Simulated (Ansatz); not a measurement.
Cu (I4/mmm, No. 139, 1 atom in the cell; start mp-1010136; another form than the element's usual one)

All values below come from r²SCAN (plane waves, PAW; Ansatz, a program for electronic structure).

Numerical settings: plane-wave cutoff 500 eV, 36×36×36 k mesh, Fermi–Dirac smearing 0.1 eV, no spin polarisation, scalar-relativistic PAW data made under PBE.

Cell (relaxed at this level):

```xyz
1
Lattice="-1.4435 1.4435 1.3776 1.4435 -1.4435 1.3776 1.4435 1.4435 -1.3776" Properties=species:S:1:pos:R:3 pbc="T T T"
Cu     0.0000     0.0000     0.0000
```

```yaml
band_gap: none
```

Note: the relaxation could not lower the start's symmetry, so the cell can be a saddle point above a distorted one.

A start named mp-… is a Materials Project structure, which need not be a measured phase.
